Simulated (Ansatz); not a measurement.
# BClH2O: molecular dynamics

The plan is to let a guess near a reaction's saddle point go and see which way it falls. Runs: 150 steps of 0.5 fs at constant energy, with velocities drawn for 100 K; 150 steps of 0.5 fs at constant energy, with velocities drawn for 300 K. Reaction type: 1,2-elimination.

Method: UKS LDA/def2-SVP, in Ansatz 0.2.0.

### 1 The starting structure

Bond lengths: B1–Cl2 2.170 Å, B1–O3 1.264 Å, B1–H5 1.152 Å. Angles: Cl2–B1–O3 96.1°, Cl2–B1–H5 120.7°, O3–B1–H5 143.3°.

As a file:

```xyz
5

B    -0.2856    0.0960   -0.5367
Cl    0.9853    0.9181    1.0179
O    -0.4262   -1.0427   -0.0059
H     0.3063   -0.7023    0.9761
H    -0.5798    0.7309   -1.4514
```

### 2 Run 1

150 steps of 0.5 fs at constant energy, with velocities drawn for 100 K.

input.yaml reads:

```yaml
crystal:
  periodic: [false, false, false]
  atoms:
    - { symbol: B, position_ang: [-0.2856, 0.096, -0.5367] }
    - { symbol: Cl, position_ang: [0.9853, 0.9181, 1.0179] }
    - { symbol: O, position_ang: [-0.4262, -1.0427, -0.0059] }
    - { symbol: H, position_ang: [0.3063, -0.7023, 0.9761] }
    - { symbol: H, position_ang: [-0.5798, 0.7309, -1.4514] }
magnetization:
  spin_polarized: true
basis:
  gaussian: { orbitals: def2-SVP }
hamiltonian:
  xc: lda
md:
  timestep: 0.5
  n_steps: 150
  ensemble: nve
  temperature: 100.0
  initial_velocities: maxwell_boltzmann
  seed: 975001
```

Run with:

```
ansatz run input.yaml --threads 1 --pin off --max-ram 2048MiB --backend cpu --events-out ev --progress --plain --runs-dir out
```

What it wrote (excerpt; [...] marks lines left out):

```text
Warning: RAYON_NUM_THREADS=1 ignored (pool sized by the plan → 1); use --threads N
[...]
Functional definition: SPW92
[...]
608 factors; their error is unknown
[...]
mean field -15209.95718877 eV, -558.9556170080 hartree, gradient 1.6e-5 eV, S^2 0.000000; 0 other end points of the search recorded, 0 dependent functions left out
[...]
reference -15209.95721273 eV, -558.9556178885 hartree; 16, 16 occupied and 40, 40 virtual orbitals, 608 factors
md step     0: t =     0.00 fs  T =   100.0 K  F+E_penalty+E_count = -15209.95718877 eV  E_kin = 0.038778 eV  conserved = -15209.91841077 eV  (28 SCF iters)
[...]
md step    18: t =     9.00 fs  T =  2441.3 K  F+E_penalty+E_count = -15210.87166445 eV  E_kin = 0.946703 eV  conserved = -15209.92496142 eV  (25 SCF iters)
[...]
md step    36: t =    18.00 fs  T =  4128.6 K  F+E_penalty+E_count = -15211.52928385 eV  E_kin = 1.601001 eV  conserved = -15209.92828334 eV  (26 SCF iters)
[...]
md step    54: t =    27.00 fs  T =  1765.2 K  F+E_penalty+E_count = -15210.60730200 eV  E_kin = 0.684508 eV  conserved = -15209.92279445 eV  (25 SCF iters)
[...]
md step    72: t =    36.00 fs  T =  3293.6 K  F+E_penalty+E_count = -15211.19772585 eV  E_kin = 1.277180 eV  conserved = -15209.92054536 eV  (25 SCF iters)
md step    73: t =    36.50 fs  T =  3660.3 K  F+E_penalty+E_count = -15211.34804134 eV  E_kin = 1.419385 eV  conserved = -15209.92865632 eV  (25 SCF iters)
```

### 3 The output, continued: dynamics from the start

The log, continued (excerpt; [...] marks lines left out):

```text
md step    74: t =    37.00 fs  T =  3828.4 K  F+E_penalty+E_count = -15211.41443487 eV  E_kin = 1.484579 eV  conserved = -15209.92985612 eV  (25 SCF iters)
[...]
md step    93: t =    46.50 fs  T =  1900.8 K  F+E_penalty+E_count = -15210.66566279 eV  E_kin = 0.737082 eV  conserved = -15209.92858098 eV  (28 SCF iters)
[...]
md step   112: t =    56.00 fs  T =  1406.3 K  F+E_penalty+E_count = -15210.47356412 eV  E_kin = 0.545349 eV  conserved = -15209.92821543 eV  (26 SCF iters)
[...]
md step   131: t =    65.50 fs  T =  3146.1 K  F+E_penalty+E_count = -15211.15002022 eV  E_kin = 1.220013 eV  conserved = -15209.93000703 eV  (25 SCF iters)
[...]
md step   149: t =    74.50 fs  T =  3687.0 K  F+E_penalty+E_count = -15211.35986034 eV  E_kin = 1.429753 eV  conserved = -15209.93010753 eV  (26 SCF iters)
[...]
md step   150: t =    75.00 fs  T =  3741.7 K  F+E_penalty+E_count = -15211.37978199 eV  E_kin = 1.450956 eV  conserved = -15209.92882626 eV  (27 SCF iters)
Total energy: -15211.37980533 eV, -559.0078972022 hartree
Atom 0 at    -0.009951     0.169230    -0.127240 Å, force    -2.479294    -3.706064    -1.784080 eV/Å
Atom 1 at     0.944276     0.958005     0.921304 Å, force     2.297341     1.510913     2.899764 eV/Å
Atom 2 at    -0.498788    -1.122072    -0.076897 Å, force     0.571327     1.262340     0.386407 eV/Å
Atom 3 at    -0.299400    -1.625002     0.738605 Å, force     0.142162     0.080126     0.021307 eV/Å
Atom 4 at    -0.335342     0.724659    -1.081004 Å, force    -0.531537     0.852685    -1.523397 eV/Å
Dipole moment:     0.087467    -0.164312     0.312457 e Å
```

It took 3.1 min on 1 thread of Arm Neoverse N1, shared host; peak memory 0.1 GiB.

### 4 What the atoms did

The trajectory, every 11 steps (energies from step 0):

| time (fs) | T (K) | potential energy change (meV/atom) | total energy change (meV/atom) | H4–Cl2 (Å) | B1–Cl2 (Å) | H4–O3 (Å) |
| --- | --- | --- | --- | --- | --- | --- |
| 0.0 | 100 | 0.0 | 0.00 | 1.76 | 2.17 | 1.27 |
| 5.5 | 1100 | -78.3 | -0.77 | 1.93 | 2.11 | 0.94 |
| 11.0 | 1959 | -144.2 | 0.02 | 2.11 | 1.98 | 1.16 |
| 16.5 | 3544 | -266.4 | 0.71 | 2.49 | 1.76 | 0.88 |
| 22.0 | 2122 | -156.7 | 0.08 | 2.91 | 1.58 | 1.14 |
| 27.5 | 2270 | -170.7 | -2.36 | 3.01 | 1.58 | 0.92 |
| 33.0 | 3542 | -268.3 | -1.34 | 3.21 | 1.72 | 1.02 |
| 38.5 | 2960 | -222.1 | -0.33 | 3.21 | 1.85 | 1.09 |
| 44.0 | 1722 | -126.9 | -1.11 | 3.09 | 1.98 | 0.90 |
| 49.5 | 762 | -51.1 | 0.17 | 3.00 | 2.11 | 1.15 |
| 55.0 | 756 | -50.6 | 0.30 | 3.05 | 2.17 | 0.88 |
| 60.5 | 1827 | -134.3 | -0.34 | 3.23 | 2.11 | 1.10 |
| 66.0 | 3183 | -240.8 | -1.68 | 3.25 | 1.93 | 1.01 |
| 71.5 | 3789 | -288.4 | -2.26 | 3.07 | 1.72 | 0.96 |
| 75.0 | 3742 | -284.5 | -2.08 | 2.87 | 1.62 | 0.98 |

time (fs), T (K) and a bar:
```
      0.0        100 
      3.5       1237 #########
      6.5        828 ######
     10.0       2238 #################
     13.0       2570 ####################
     16.5       3544 ############################
     19.5       3721 #############################
     23.0       2220 #################
     26.0       1296 ##########
     29.5       2029 ################
     32.5       3089 ########################
     36.0       3294 ##########################
     39.0       2575 ####################
     42.5       2474 ###################
     45.5       1218 #########
     49.0        914 #######
     52.0       1623 ############
     55.5       1113 ########
     58.5        929 #######
     62.0       2729 #####################
     65.0       2807 ######################
     68.5       2291 ##################
     71.5       3789 ##############################
     75.0       3742 ##############################
```

Bonds that form or break, judged by distance (formed within 1.15 times the sum of covalent radii and held on average over 12 fs, broken when stretched by half; pairs already stretched at the start don't count as bonds):

| time (fs) | bond | event |
| --- | --- | --- |
| 4.0 | O3–H4 | forms |
| 7.5 | B1–Cl2 | forms |

### 5 Frames from the trajectory

Extended XYZ, with forces in eV/Å:

```xyz
5
time_fs=9.5 T=2384 dE=-0.8901
B    -0.217    0.176   -0.467    1.572   -0.958    2.964
Cl    0.970    0.915    0.992   -1.137   -0.045   -1.699
O    -0.429   -1.083    0.005    0.790    1.954    0.728
H     0.095   -0.929    0.931   -1.130   -0.763   -1.961
H    -0.512    0.845   -1.429   -0.096   -0.188   -0.033
5
time_fs=19.0 T=4084 dE=-1.5527
B    -0.046    0.222   -0.224   -1.925   -2.121   -1.872
Cl    0.931    0.914    0.930    1.572    1.576    1.591
O    -0.445   -1.065   -0.023    0.077   -0.364    0.579
H    -0.175   -1.560    0.824   -0.226    1.210   -1.358
H    -0.468    0.751   -1.303    0.501   -0.300    1.060
5
time_fs=28.0 T=2526 dE=-0.9522
B     0.006    0.103   -0.076   -1.479    2.599   -4.232
Cl    0.931    0.949    0.909    3.381    2.304    4.039
O    -0.479   -1.049   -0.071   -2.060   -4.881   -0.206
H    -0.357   -1.795    0.526    0.326   -0.065    0.688
H    -0.320    0.745   -1.060   -0.168    0.043   -0.287
5
time_fs=37.5 T=3703 dE=-1.4055
B    -0.057    0.084   -0.185   -0.013   -2.077    1.793
Cl    0.999    1.031    0.968   -0.740   -1.361   -0.468
O    -0.589   -1.214   -0.131    1.627    1.636    0.904
H    -0.303   -1.855    0.590   -0.239    1.130   -0.727
H    -0.332    0.752   -1.080   -0.634    0.672   -1.501
5
time_fs=47.0 T=1934 dE=-0.7193
B    -0.138    0.036   -0.277   -0.370   -1.079    0.418
Cl    1.055    1.085    1.021   -2.106   -2.239   -2.071
O    -0.649   -1.308   -0.179    2.639    3.660    1.601
H    -0.230   -1.623    0.679   -0.607   -0.261   -0.702
H    -0.518    0.630   -1.308    0.443   -0.080    0.753
5
time_fs=56.0 T=1406 dE=-0.5164
B    -0.212   -0.064   -0.301    2.418    6.526   -0.727
Cl    1.062    1.088    1.028   -2.070   -2.179   -1.869
O    -0.608   -1.244   -0.175   -1.152   -2.676   -0.045
H    -0.356   -1.635    0.651    0.405   -1.142    1.544
H    -0.521    0.619   -1.333    0.400   -0.529    1.096
5
time_fs=65.5 T=3146 dE=-1.1928
B    -0.133    0.102   -0.269    0.731   -2.261    2.322
Cl    1.020    1.039    0.990   -1.764   -1.573   -1.684
O    -0.567   -1.244   -0.117    0.623    3.835   -1.408
H    -0.472   -1.810    0.649    0.490   -0.046    0.901
H    -0.438    0.706   -1.263   -0.080    0.045   -0.131
5
time_fs=75.0 T=3742 dE=-1.4226
B    -0.010    0.169   -0.127   -2.479   -3.706   -1.784
Cl    0.944    0.958    0.921    2.297    1.511    2.900
O    -0.499   -1.122   -0.077    0.571    1.262    0.386
H    -0.299   -1.625    0.739    0.142    0.080    0.021
H    -0.335    0.725   -1.081   -0.531    0.853   -1.523
```

On run 1: At the last frame the bonds meant to break are whole and the new ones absent: it fell back to the reactants' side (BClH2O). The temperature starts at 100 K and averages 2089 K in the second half, where it ranges from 631 to 3789 K; the start was no minimum (force components up to 2.1 eV/Å), and the potential energy that it sheds (155 meV/atom) turns into motion, which in so few atoms is no thermal temperature. The total energy strays from its start by at most 2.48 meV/atom, 1.4 % of the mean kinetic energy, which is good for a step of 0.5 fs. The bonding pattern changes, first at 4.0 fs: O3–H4 forms. By that distance rule the pieces at the end are BClH2O; a long dative bond can count as broken.

### 6 Run 2

150 steps of 0.5 fs at constant energy, with velocities drawn for 300 K.

input.yaml: that of step 2 with these lines changed.

```diff
@@ -18,4 +18,4 @@
   ensemble: nve
-  temperature: 100.0
+  temperature: 300.0
   initial_velocities: maxwell_boltzmann
-  seed: 975001
+  seed: 620335
```

Run with:

```
ansatz run input.yaml --threads 1 --pin off --max-ram 2048MiB --backend cpu --events-out ev --progress --plain --runs-dir out
```

What it wrote (excerpt; [...] marks lines left out):

```text
Warning: RAYON_NUM_THREADS=1 ignored (pool sized by the plan → 1); use --threads N
[...]
Functional definition: SPW92
[...]
608 factors; their error is unknown
[...]
mean field -15209.95718877 eV, -558.9556170080 hartree, gradient 1.6e-5 eV, S^2 0.000000; 0 other end points of the search recorded, 0 dependent functions left out
[...]
reference -15209.95721273 eV, -558.9556178885 hartree; 16, 16 occupied and 40, 40 virtual orbitals, 608 factors
md step     0: t =     0.00 fs  T =   300.0 K  F+E_penalty+E_count = -15209.95718877 eV  E_kin = 0.116334 eV  conserved = -15209.84085477 eV  (28 SCF iters)
[...]
md step    19: t =     9.50 fs  T =  2224.7 K  F+E_penalty+E_count = -15210.71051519 eV  E_kin = 0.862691 eV  conserved = -15209.84782403 eV  (25 SCF iters)
[...]
md step    38: t =    19.00 fs  T =  4446.5 K  F+E_penalty+E_count = -15211.57548437 eV  E_kin = 1.724268 eV  conserved = -15209.85121678 eV  (26 SCF iters)
[...]
md step    57: t =    28.50 fs  T =  2116.2 K  F+E_penalty+E_count = -15210.67227900 eV  E_kin = 0.820617 eV  conserved = -15209.85166158 eV  (24 SCF iters)
[...]
md step    74: t =    37.00 fs  T =  3637.8 K  F+E_penalty+E_count = -15211.25955993 eV  E_kin = 1.410678 eV  conserved = -15209.84888190 eV  (25 SCF iters)
md step    75: t =    37.50 fs  T =  4034.8 K  F+E_penalty+E_count = -15211.41742166 eV  E_kin = 1.564599 eV  conserved = -15209.85282291 eV  (24 SCF iters)
```

### 7 More of the same log: dynamics from the start

Output, continued (excerpt; [...] marks lines left out):

```text
md step    76: t =    38.00 fs  T =  4130.0 K  F+E_penalty+E_count = -15211.45231037 eV  E_kin = 1.601541 eV  conserved = -15209.85076970 eV  (24 SCF iters)
[...]
md step    94: t =    47.00 fs  T =  2001.9 K  F+E_penalty+E_count = -15210.62685177 eV  E_kin = 0.776293 eV  conserved = -15209.85055919 eV  (27 SCF iters)
[...]
md step   112: t =    56.00 fs  T =  1249.9 K  F+E_penalty+E_count = -15210.33133313 eV  E_kin = 0.484691 eV  conserved = -15209.84664256 eV  (26 SCF iters)
[...]
md step   130: t =    65.00 fs  T =  1749.7 K  F+E_penalty+E_count = -15210.51743718 eV  E_kin = 0.678517 eV  conserved = -15209.83892030 eV  (26 SCF iters)
[...]
md step   148: t =    74.00 fs  T =  3128.4 K  F+E_penalty+E_count = -15211.04834028 eV  E_kin = 1.213133 eV  conserved = -15209.83520746 eV  (28 SCF iters)
[...]
md step   149: t =    74.50 fs  T =  3393.8 K  F+E_penalty+E_count = -15211.15894481 eV  E_kin = 1.316036 eV  conserved = -15209.84290903 eV  (27 SCF iters)
[...]
md step   150: t =    75.00 fs  T =  3781.4 K  F+E_penalty+E_count = -15211.31784897 eV  E_kin = 1.466341 eV  conserved = -15209.85150835 eV  (27 SCF iters)
Total energy: -15211.31787217 eV, -559.0056212008 hartree
Atom 0 at    -0.012803     0.179166    -0.175076 Å, force    -2.827238    -3.534475    -1.421820 eV/Å
Atom 1 at     0.959842     0.969764     0.941744 Å, force     0.947413     0.496683     1.094875 eV/Å
Atom 2 at    -0.520353    -1.157653    -0.083918 Å, force     0.398017     4.447373    -3.054189 eV/Å
Atom 3 at    -0.289691    -1.532754     0.714034 Å, force     1.114688    -1.951768     3.591358 eV/Å
Atom 4 at    -0.519620     0.677024    -1.150865 Å, force     0.367120     0.542187    -0.210224 eV/Å
Dipole moment:     0.113446    -0.100276     0.289459 e Å
```

Run time: 3.1 min. Hardware: 1 thread of Arm Neoverse N1, shared host; peak memory 0.11 GiB.

### 8 What the atoms did

The trajectory, every 11 steps (energies from step 0):

| time (fs) | T (K) | potential energy change (meV/atom) | total energy change (meV/atom) | H4–Cl2 (Å) | B1–Cl2 (Å) | H4–O3 (Å) |
| --- | --- | --- | --- | --- | --- | --- |
| 0.0 | 300 | 0.0 | 0.00 | 1.76 | 2.17 | 1.27 |
| 5.5 | 1207 | -71.5 | -1.09 | 1.87 | 2.13 | 0.98 |
| 11.0 | 1874 | -122.4 | -0.29 | 2.08 | 2.05 | 1.14 |
| 16.5 | 3951 | -284.8 | -1.64 | 2.50 | 1.88 | 0.92 |
| 22.0 | 3186 | -223.7 | 0.04 | 2.96 | 1.67 | 1.14 |
| 27.5 | 1495 | -93.1 | -0.39 | 3.02 | 1.55 | 0.88 |
| 33.0 | 2364 | -160.4 | -0.32 | 3.21 | 1.64 | 1.08 |
| 38.5 | 3954 | -284.6 | -1.20 | 3.15 | 1.81 | 1.04 |
| 44.0 | 2966 | -208.9 | -2.10 | 3.10 | 1.96 | 0.96 |
| 49.5 | 1030 | -56.6 | 0.03 | 3.06 | 2.10 | 1.13 |
| 55.0 | 823 | -39.4 | 1.16 | 3.05 | 2.20 | 0.87 |
| 60.5 | 701 | -30.9 | 0.21 | 3.10 | 2.21 | 1.13 |
| 66.0 | 3002 | -212.0 | -2.42 | 3.02 | 2.07 | 0.95 |
| 71.5 | 3860 | -277.3 | -1.21 | 2.93 | 1.83 | 1.03 |
| 75.0 | 3781 | -272.1 | -2.13 | 2.81 | 1.68 | 0.91 |

time (fs), T (K) and a bar:
```
      0.0        300 
      3.5       1113 ######
      6.5        732 ###
     10.0       2198 ##############
     13.0       1797 ###########
     16.5       3951 ##########################
     19.5       4493 ##############################
     23.0       3116 ####################
     26.0       2105 #############
     29.5       1843 ###########
     32.5       1918 ############
     36.0       2853 ##################
     39.0       3635 ########################
     42.5       3012 ###################
     45.5       1433 ########
     49.0       1330 #######
     52.0       1197 ######
     55.5        888 ####
     58.5        839 ####
     62.0       1814 ###########
     65.0       1750 ##########
     68.5       2723 #################
     71.5       3860 #########################
     75.0       3781 #########################
```

Bonds that form or break, judged by distance (formed within 1.15 times the sum of covalent radii and held on average over 12 fs, broken when stretched by half; pairs already stretched at the start don't count as bonds):

| time (fs) | bond | event |
| --- | --- | --- |
| 4.5 | O3–H4 | forms |
| 10.0 | B1–Cl2 | forms |

### 9 Positions and forces

Positions (Å) and forces (eV/Å):

```xyz
5
time_fs=9.5 T=2225 dE=-0.7533
B    -0.251    0.172   -0.480    1.404   -1.000    1.650
Cl    0.984    0.922    1.010   -1.428   -0.076   -2.042
O    -0.434   -1.083   -0.008    0.424    1.869    0.043
H     0.119   -0.895    0.838   -0.603   -1.002   -0.438
H    -0.575    0.598   -1.599    0.202    0.208    0.787
5
time_fs=19.0 T=4447 dE=-1.6183
B    -0.103    0.192   -0.283    0.268   -0.080   -0.161
Cl    0.950    0.925    0.955   -0.210    0.413   -0.486
O    -0.446   -1.070   -0.027   -1.169    0.343   -2.066
H    -0.188   -1.544    0.751    0.627   -0.307    1.317
H    -0.485    0.714   -1.397    0.484   -0.368    1.396
5
time_fs=28.0 T=1899 dE=-0.6304
B     0.042    0.137   -0.076   -4.295   -2.356   -4.632
Cl    0.924    0.944    0.905    5.021    3.326    5.911
O    -0.484   -1.071   -0.072   -0.818    1.561   -2.634
H    -0.410   -1.770    0.509    0.700   -2.501    2.690
H    -0.306    0.879   -0.928   -0.609   -0.030   -1.335
5
time_fs=37.5 T=4035 dE=-1.4602
B    -0.029    0.039   -0.133    0.010    1.841   -0.168
Cl    0.983    1.018    0.955   -0.054   -1.100    0.278
O    -0.566   -1.159   -0.140   -0.194    0.141   -0.689
H    -0.341   -1.773    0.537    0.512   -1.310    1.576
H    -0.394    0.733   -1.011   -0.273    0.428   -0.998
5
time_fs=47.0 T=2002 dE=-0.6697
B    -0.149    0.055   -0.271   -0.276   -1.284   -0.352
Cl    1.051    1.076    1.022   -2.212   -2.104   -2.168
O    -0.631   -1.293   -0.173    1.037    4.630   -1.154
H    -0.246   -1.652    0.602    0.782   -1.379    2.156
H    -0.534    0.525   -1.411    0.669    0.138    1.518
5
time_fs=56.0 T=1250 dE=-0.3741
B    -0.248   -0.017   -0.356    1.981    1.947    0.654
Cl    1.068    1.086    1.040   -2.192   -2.007   -2.018
O    -0.607   -1.277   -0.159   -1.453    3.017   -4.351
H    -0.306   -1.614    0.613    1.767   -2.316    4.809
H    -0.421    0.680   -1.388   -0.102   -0.641    0.905
5
time_fs=65.5 T=2432 dE=-0.8349
B    -0.192    0.026   -0.336    2.201    0.409    3.385
Cl    1.036    1.048    1.012   -1.933   -1.834   -1.921
O    -0.566   -1.227   -0.125   -0.995    2.637   -4.201
H    -0.366   -1.601    0.670    1.241   -2.027    4.250
H    -0.461    0.720   -1.206   -0.513    0.815   -1.513
5
time_fs=75.0 T=3781 dE=-1.3607
B    -0.013    0.179   -0.175   -2.827   -3.534   -1.422
Cl    0.960    0.970    0.942    0.947    0.497    1.095
O    -0.520   -1.158   -0.084    0.398    4.447   -3.054
H    -0.290   -1.533    0.714    1.115   -1.952    3.591
H    -0.520    0.677   -1.151    0.367    0.542   -0.210
```

Reading of run 2. At the last frame the bonds meant to break are whole and the new ones absent: it fell back to the reactants' side (BClH2O). The temperature starts at 300 K and averages 2211 K in the second half, where it ranges from 468 to 4130 K; the start was no minimum (force components up to 2.1 eV/Å), and the potential energy that it sheds (149 meV/atom) turns into motion, which in so few atoms is no thermal temperature. The total energy strays from its start by at most 2.42 meV/atom, 1.4 % of the mean kinetic energy, which is good for a step of 0.5 fs. Bonds change: the first event comes at 4.5 fs (O3–H4 forms). By that distance rule the pieces at the end are BClH2O; a long dative bond can count as broken.

### 10 Summary of results

| quantity | value |
| --- | --- |
| run 1: length | 150 steps of 0.5 fs |
| run 1: temperature, first and last step | 100 and 3742 K |
| run 1: temperature, second half | mean 2089 K, from 631 to 3789 K |
| run 1: potential energy, second half | -155 meV/atom from this run's first step |
| run 1: largest change of the total energy | 2.48 meV/atom |
| run 1: bonds formed or broken | 2 |
| run 2: length | 150 steps of 0.5 fs |
| run 2: temperature, first and last step | 300 and 3781 K |
| run 2: temperature, second half | mean 2211 K, from 468 to 4130 K |
| run 2: potential energy, second half | -149 meV/atom from this run's first step |
| run 2: largest change of the total energy | 2.42 meV/atom |
| run 2: bonds formed or broken | 2 |

Mean temperatures of the second halves: 2089 K, 2211 K. Bonds changed in run 1, run 2. Run 1: at the last frame the bonds meant to break are whole and the new ones absent: it fell back to the reactants' side (BClH2O). Run 2: at the last frame the bonds meant to break are whole and the new ones absent: it fell back to the reactants' side (BClH2O). Averages from a run of 75 fs with 5 atoms are rough. The nuclei move classically, without zero-point motion, which matters most for hydrogen.
